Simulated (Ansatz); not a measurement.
# [Gd(H2O)6]3+ (GdH12O6 (+3)): rung by rung

One table from this session's results is given with a row withheld; the runs are named, their logs left out.

Program: Ansatz 0.2.0, Gaussian basis. Level of theory: as each input shows. These are calculated values, not measurements.

Plan: PBE-D4/def2-TZVP, r2SCAN-D4/def2-TZVP, B97M-V/def2-TZVP, LDA/def2-TZVP, PBE-D4/def2-SVP, PBE0-D4/def2-SVP, MP2/def2-SVP, RPA/def2-SVP.

### The structure

The geometry is that of the octet, from an earlier relaxation (PBE-D4/def2-SVP).

19 atoms, charge 3, spin multiplicity 8.

Atoms are counted from 1 here; the program's logs count them from 0.

Bond lengths: Gd1–O2 2.357 Å, Gd1–O5 2.358 Å, Gd1–O8 2.357 Å, Gd1–O11 2.358 Å, Gd1–O14 2.357 Å, Gd1–O17 2.357 Å, O2–H3 0.987 Å, O2–H4 0.987 Å, O5–H6 0.987 Å, O5–H7 0.987 Å, O8–H9 0.987 Å, O8–H10 0.987 Å, O11–H12 0.987 Å, O11–H13 0.987 Å, O14–H15 0.987 Å, O14–H16 0.987 Å, O17–H18 0.987 Å, O17–H19 0.987 Å. Angles: O2–Gd1–O5 179.8°, O2–Gd1–O8 89.9°, O2–Gd1–O11 90.2°, O2–Gd1–O14 90.0°, O2–Gd1–O17 89.8°, O5–Gd1–O8 89.9°, O5–Gd1–O11 90.0°, O5–Gd1–O14 90.0°, O5–Gd1–O17 90.2°, O8–Gd1–O11 179.9°, O8–Gd1–O14 90.1°, O8–Gd1–O17 90.0°, O11–Gd1–O14 89.9°, O11–Gd1–O17 90.0°, O14–Gd1–O17 179.8°, Gd1–O2–H3 128.1°, Gd1–O2–H4 128.0°, H3–O2–H4 103.9° and more.

Gd takes a core potential in the def2 sets. No spin-orbit coupling is included. The ion is computed in the gas phase, without counter-ions or solvent.

PBE0-D4/def2-TZVP was run before; its log isn't repeated, and its numbers join the tables.

Set-up of the first run:

start.molden holds the orbitals of an earlier run on this state, given as this run's starting guess.

The input, in.yaml:

```yaml
crystal:
  periodic: [false, false, false]
  atoms:
    - {symbol: Gd, position_ang: [-0.000729, -0.000758, -0.000630]}
    - {symbol: O, position_ang: [0.174136, 0.189067, 2.342608]}
    - {symbol: H, position_ang: [0.157809, 1.009876, 2.889762]}
    - {symbol: H, position_ang: [0.282653, -0.534321, 3.004679]}
    - {symbol: O, position_ang: [-0.167477, -0.189073, -2.344694]}
    - {symbol: H, position_ang: [-0.270920, 0.535183, -3.006633]}
    - {symbol: H, position_ang: [-0.149831, -1.009667, -2.892167]}
    - {symbol: O, position_ang: [2.343312, 0.169668, -0.183531]}
    - {symbol: H, position_ang: [3.003505, 0.274369, 0.542111]}
    - {symbol: H, position_ang: [2.892462, 0.153083, -1.003003]}
    - {symbol: O, position_ang: [-2.345368, -0.169316, 0.179554]}
    - {symbol: H, position_ang: [-2.895928, -0.149538, 0.998023]}
    - {symbol: H, position_ang: [-3.004688, -0.274571, -0.546817]}
    - {symbol: O, position_ang: [-0.187677, 2.342623, -0.177342]}
    - {symbol: H, position_ang: [-1.008536, 2.889717, -0.161083]}
    - {symbol: H, position_ang: [0.536020, 3.004426, -0.285282]}
    - {symbol: O, position_ang: [0.182335, -2.343922, 0.182979]}
    - {symbol: H, position_ang: [-0.543044, -3.003885, 0.291028]}
    - {symbol: H, position_ang: [1.001965, -2.892982, 0.170438]}
basis:
  gaussian: {orbitals: def2-TZVP, initial_orbitals: start.molden}
total_charge: 3
magnetization: {spin_polarized: true, initial_magnetization: 7}
hamiltonian: {xc: pbe, dispersion: d4}
scf: {omitted_lower_state_checks: [starts]}
output: {forces: true, orbitals: {seedname: orbitals}}
```

Started as:

```sh
ansatz run in.yaml --threads 4 --pin off --events-out ev --progress --plain --max-ram 6963MiB
```

Steps of the session up to this table: PBE-D4/def2-TZVP; r2SCAN-D4/def2-TZVP; B97M-V/def2-TZVP; LDA/def2-TZVP; PBE-D4/def2-SVP; PBE0-D4/def2-SVP; MP2/def2-SVP; RPA/def2-SVP.

One of the session's tables, all rows but one given; the rest of the session is left out.

It belongs to the step «Levels side by side». 

```
              level  HOMO (eV)  LUMO (eV)  gap (eV)
      LDA/def2-TZVP     -20.97     -17.46      3.51
    PBE-D4/def2-SVP     -20.60     -17.13      3.47
   PBE-D4/def2-TZVP          ?          ?         ?
r2SCAN-D4/def2-TZVP     -21.26     -15.36      5.90
   B97M-V/def2-TZVP     -21.38     -14.38      7.00
   PBE0-D4/def2-SVP     -22.56     -13.31      9.25
  PBE0-D4/def2-TZVP     -22.71     -13.49      9.22
```

Estimate the missing values for PBE-D4/def2-TZVP.

**Answer.** HOMO (eV): -20.83; LUMO (eV): -17.37; gap (eV): 3.47. In the column «HOMO (eV)» it lies between LDA/def2-TZVP (-20.97) and PBE-D4/def2-SVP (-20.60).
